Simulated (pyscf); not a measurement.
**Concerted two-bond exchange: `[BH]=[O]` + `[SiH4]` -> `[BH2][OH]` + `[SiH2]` [singlet]**

Gas phase, singlet surface, charge 0. Bonds broken: Si4–H5, Si4–H6. Bonds formed: B1–H5, O2–H6. Optimised with ωB97X-D3(BJ)/def2-SVP in PySCF. Correlated levels are frozen-core, on RHF or UHF. ΔMP2 is the change of the MP2 total energy from the triple- to the quadruple-zeta basis.

Transition state (Å):

```xyz
8

B     -0.6435    -0.7039     0.7769
O     -0.7246     0.4539     1.3060
H     -0.5012    -1.8416     1.1366
Si    -0.9543     0.7418    -1.4285
H     -0.7395    -0.7430    -0.6248
H     -0.8735     1.1829     0.2619
H      0.1683     0.6130    -2.4227
H     -2.1664     0.3729    -2.2407
```

One imaginary mode, 1563i cm⁻¹; descent along it reached the two sides named, in the forms told below.

| bond | change | reactant side (Å) | saddle | product side |
|---|---|---|---|---|
| Si4–H5 | breaks | 1.493 | 1.702 | 1.831 |
| Si4–H6 | breaks | 1.486 | 1.749 | 2.506 |
| B1–H5 | forms | 3.0 | 1.406 | 1.255 |
| O2–H6 | forms | 3.1 | 1.282 | 0.978 |

Electronic energies relative to the separated reactants (kcal/mol):

| level | barrier | reaction energy | reverse barrier |
|---|---|---|---|
| ωB97X-D3(BJ)/def2-TZVP | 48.0 | +47.8 | 0.2 |
| PBE/def2-TZVP | 38.0 | +46.8 | -8.7 |
| r²SCAN/def2-TZVP | 42.2 | +49.9 | -7.7 |
| B3LYP-D3(BJ)/def2-TZVP | 46.4 | +46.7 | -0.3 |
| PBE0-D3(BJ)/def2-TZVP | 41.1 | +45.5 | -4.4 |
| M06-2X/def2-TZVP | 47.0 | +43.1 | 3.9 |
| ωB97M-D3(BJ)/def2-TZVP | 48.2 | +45.1 | 3.2 |
| HF/def2-TZVP | 67.8 | +43.3 | 24.5 |
| MP2/def2-QZVPP | 50.9 | +51.1 | -0.2 |
| CCSD/def2-TZVPP | 52.9 | +43.6 | 9.3 |
| CCSD(T)/def2-TZVPP | 50.0 | +45.2 | 4.8 |
| CCSD(T)/def2-TZVPP + ΔMP2(QZVPP) | 49.9 | +45.8 | 4.1 |

With CCSD(T)/def2-TZVPP + ΔMP2(QZVPP) energies and thermal terms (ideal gas, 1 atm, RRHO with modes under 100 cm⁻¹ raised to 100, one conformer, R ln 2 for chiral ones without a mode under 150 cm⁻¹), in kcal/mol:

```json
[
 {"T (K)": "298", "ΔH‡": "48.4", "ΔG‡": "56.9", "ΔH": "+47.0", "ΔG": "+44.8"},
 {"T (K)": "600", "ΔH‡": "48.5", "ΔG‡": "65.5", "ΔH": "+46.8", "ΔG": "+42.7"},
 {"T (K)": "900", "ΔH‡": "49.0", "ΔG‡": "73.9", "ΔH": "+46.5", "ΔG": "+40.7"},
 {"T (K)": "1200", "ΔH‡": "49.5", "ΔG‡": "82.1", "ΔH": "+46.1", "ΔG": "+38.8"}
]
```

On the product side the descent ends in a bound adduct, 13.0 kcal/mol under the separated species and 13.1 kcal/mol under the saddle at ωB97X-D3(BJ)/def2-TZVP. At PBE, r²SCAN, B3LYP-D3(BJ), PBE0-D3(BJ), MP2 the saddle lies under the separated products, which points to a path from their complex (located at ωB97X-D3(BJ) alone), and parting the products costs more than the saddle. The same reactants have a lower exit, to H₂B–O–SiH₃ (barrier +17.6 kcal/mol at ωB97M-D3(BJ), against +48.2 kcal/mol here). One saddle was located; it need not be the lowest between these sides. The CCSD(T) − MP2 part came from Ansatz, without density fitting, on the same reference.
